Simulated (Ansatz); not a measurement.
**One shape, several levels: triplet CCl2**

We compute a comparison of 5 runs (UHF/STO-3G, UHF/def2-TZVPP, UB3LYP/6-31G*, UMP2/def2-TZVPP) of triplet CCl2. 

The results are computed with Ansatz 0.2.0.

8 further runs of the same task are left out: 8 set aside as unsound or not needed.

### Step 1. The system as given

CCl2: 3 atoms, total charge 0, spin state triplet. SMILES of the parent species: `Cl[C]Cl`. The shape is that of a PBE0-D4/def2-TZVP optimisation. That shape belongs to the parent species and isn't relaxed for this state.

Bond lengths: Cl1–C2 1.708 Å, C2–Cl3 1.708 Å. Angles: Cl1–C2–Cl3 109.5°.

### Step 2. A single-point energy at UHF/STO-3G (run 1)

job.yaml reads:

```yaml
crystal:
  periodic: [false, false, false]
  atoms:
    - {symbol: Cl, position_ang: [1.236700, -0.329300, 0.644300]}
    - {symbol: C, position_ang: [-0.231600, -0.585100, -0.189800]}
    - {symbol: Cl, position_ang: [-1.005100, 0.914500, -0.454500]}
basis:
  gaussian: {orbitals: STO-3G}
magnetization: {spin_polarized: true, initial_magnetization: 2}
hamiltonian: {xc: hf}
accuracy: high
output: {orbitals: {seedname: orbitals}}
```

Run with:

```
$ ansatz run job.yaml --threads 1 --pin off --max-ram 2610MiB --events-out events.jsonl --progress --plain --runs-dir runs
```

The program printed:

```text
Warning: RAYON_NUM_THREADS=1 ignored (pool sized by the plan → 1); use --threads N
Functional definition: HF
  name "HF"
  exchange = exact_x
  correlation = 0
406 factors; integrals over basis functions are off by at most 1.3e-8 eV
mean field evaluation 1: about -25751.9873 eV, gradient 1.2e1 eV
mean field evaluation 2: about -25752.1005 eV, gradient 1.2e1 eV
mean field evaluation 4: about -25753.6559 eV, gradient 2.2e0 eV
mean field evaluation 8: about -25753.8071 eV, gradient 9.2e-5 eV
mean field evaluation 16: about -25753.8051 eV, gradient 3.0e-8 eV
mean field -25753.80512861 eV, -946.4348819203 hartree, gradient 3.0e-8 eV, S^2 2.012354; 0 other end points of the search recorded, 0 dependent functions left out
reference -25753.80512861 eV, -946.4348819203 hartree; 21, 19 occupied and 2, 4 virtual orbitals, 406 factors
Total energy: -25753.80512861 eV, -946.4348819203 hartree
```

Run time: 0.12 s. Hardware: 1 thread of Intel Xeon 6975P-C (Granite Rapids), shared host.

### Step 3. The energy at UHF/def2-TZVPP (run 2)

molecule.yaml reads:

```yaml
crystal:
  periodic: [false, false, false]
  atoms:
    - {symbol: Cl, position_ang: [1.236700, -0.329300, 0.644300]}
    - {symbol: C, position_ang: [-0.231600, -0.585100, -0.189800]}
    - {symbol: Cl, position_ang: [-1.005100, 0.914500, -0.454500]}
basis:
  gaussian: {orbitals: def2-TZVPP}
magnetization: {spin_polarized: true, initial_magnetization: 2}
hamiltonian: {xc: hf}
accuracy: high
output: {orbitals: {seedname: orbitals}}
```

Run with:

```
$ ansatz run molecule.yaml --threads 1 --pin off --max-ram 2610MiB --events-out events.jsonl --progress --plain --runs-dir runs
```

The program printed:

```text
Warning: RAYON_NUM_THREADS=1 ignored (pool sized by the plan → 1); use --threads N
Functional definition: HF
  name "HF"
  exchange = exact_x
  correlation = 0
1735 factors; integrals over basis functions are off by at most 3.2e-9 eV
mean field evaluation 1: about -26033.6778 eV, gradient 1.1e1 eV
mean field evaluation 2: about -26033.6904 eV, gradient 1.1e1 eV
mean field evaluation 4: about -26035.2754 eV, gradient 3.6e0 eV
mean field evaluation 8: about -26035.5409 eV, gradient 1.5e-1 eV
mean field evaluation 16: about -26035.5396 eV, gradient 2.4e-8 eV
mean field -26035.53959943 eV, -956.7884327565 hartree, gradient 2.6e-8 eV, S^2 2.023319; 0 other end points of the search recorded, 0 dependent functions left out
reference -26035.53959943 eV, -956.7884327565 hartree; 21, 19 occupied and 94, 96 virtual orbitals, 1735 factors
Total energy: -26035.53959943 eV, -956.7884327565 hartree
```

It took 3.3 s on 1 thread of Intel Xeon 6975P-C (Granite Rapids), shared host; peak memory 0.35 GiB.

Runs 3 to 4 aren't shown in full; the table further down has their settings and results.

### Step 4. The energy at UMP2/def2-TZVPP (run 5)

molecule.yaml reads:

```yaml
crystal:
  periodic: [false, false, false]
  atoms:
    - {symbol: Cl, position_ang: [1.236700, -0.329300, 0.644300]}
    - {symbol: C, position_ang: [-0.231600, -0.585100, -0.189800]}
    - {symbol: Cl, position_ang: [-1.005100, 0.914500, -0.454500]}
basis:
  gaussian:
    orbitals: def2-TZVPP
magnetization:
  spin_polarized: true
  initial_magnetization: 2
correlation:
  method: mp2
  frozen_orbitals: {C: 1, Cl: 5}
accuracy: high
```

Run with:

```
$ ansatz run molecule.yaml --threads 1 --pin off --max-ram 2610MiB --events-out events.jsonl --progress --plain --runs-dir runs
```

The program printed:

```text
Warning: RAYON_NUM_THREADS=1 ignored (pool sized by the plan → 1); use --threads N
Functional definition: HF
  name "HF"
  exchange = exact_x
  correlation = 0
1735 factors; integrals over basis functions are off by at most 3.2e-9 eV
mean field evaluation 1: about -26033.6778 eV, gradient 1.1e1 eV
mean field evaluation 2: about -26033.6904 eV, gradient 1.1e1 eV
mean field evaluation 4: about -26035.2754 eV, gradient 3.6e0 eV
mean field evaluation 8: about -26035.5409 eV, gradient 1.5e-1 eV
mean field evaluation 16: about -26035.5396 eV, gradient 2.4e-8 eV
mean field -26035.53959943 eV, -956.7884327565 hartree, gradient 2.6e-8 eV, S^2 2.023319; 0 other end points of the search recorded, 0 dependent functions left out
11 core orbitals not correlated: weight in the atoms' cores, before any rotation towards them, 1.000 or more for the frozen orbitals, at most 0.000 for the correlated occupied ones
reference -26035.53959943 eV, -956.7884327565 hartree; 10, 8 occupied and 94, 96 virtual orbitals, 1735 factors
second order -13.06880531 eV of doubles, -0.00000000 eV of singles
Total energy: -26048.60840474 eV, -957.2687024932 hartree
```

It took 3.3 s on 1 thread of Intel Xeon 6975P-C (Granite Rapids), shared host; peak memory 0.35 GiB.

### Step 5. All runs side by side

| run | level | Cartesian functions | frozen core orbitals | energy (Eh) | HOMO energy (eV) | LUMO energy (eV) | ⟨S²⟩ | wall time |
| --- | --- | --- | --- | --- | --- | --- | --- | --- |
| 1 | UHF/STO-3G | no | – | -946.434882 | -9.31 | 3.80 | 2.012 | 0.12 s |
| 2 | UHF/def2-TZVPP | no | – | -956.788433 | -10.39 | 0.62 | 2.023 | 3.3 s |
| 3 | UB3LYP/6-31G* (spherical functions) | no | – | -958.336483 | -6.07 | -4.40 | 2.005 | 2.4 s |
| 4 | UB3LYP/6-31G* (Cartesian functions) | yes | – | -958.344132 | -6.07 | -4.41 | 2.005 | 2.4 s |
| 5 | UMP2/def2-TZVPP | no | 11 | -957.268702 | – | – | 2.023 | 3.3 s |

### Step 6. Outcome

| quantity | value |
| --- | --- |
| run 5: total energy | -957.26870 Eh |
| run 5: correlation energy (11 core orbitals frozen) | -480.3 mEh |
| run 5: ⟨S²⟩ of the reference determinant | 2.023 |

In run 1 the basis is minimal, so the values are rough. All runs together took 11 s, the longest 3.3 s.
